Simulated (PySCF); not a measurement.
Molfile (atoms numbered from 1):
```
H3N
     RDKit          3D

  4  3  0  0  0  0  0  0  0  0999 V2000
    0.0056    0.0027    0.2693 N   0  0  0  0  0  0  0  0  0  0  0  0
    0.9245   -0.1961   -0.1068 H   0  0  0  0  0  0  0  0  0  0  0  0
   -0.6303   -0.7005   -0.0865 H   0  0  0  0  0  0  0  0  0  0  0  0
   -0.2895    0.8987   -0.0989 H   0  0  0  0  0  0  0  0  0  0  0  0
  1  2  1  0
  1  3  1  0
  1  4  1  0
M  END
```

Geometry: GFN2-xTB; GIAO absolute shieldings from PySCF, gas phase, non-relativistic, averaged over equivalent atoms.

At revPBE/STO-3G (8 basis functions, of the order of 0.2 core-seconds):
| atoms | σ (ppm) |
| --- | --- |
| N1 | 289.2 |
| H2/H3/H4 | 33.10 |

Q: Predict the values at X3LYP/pcSseg-1 on the same geometry.

A: 
```json
{"atoms": "N1", "σ at X3LYP/pcSseg-1": "266.7", "change": "-22.5"}
{"atoms": "H2/H3/H4", "σ at X3LYP/pcSseg-1": "31.80", "change": "-1.30"}
```

The largest change is at N1 (nitrogen bonded to 3 H). Cost: 32 basis functions, of the order of 0.5 core-seconds.
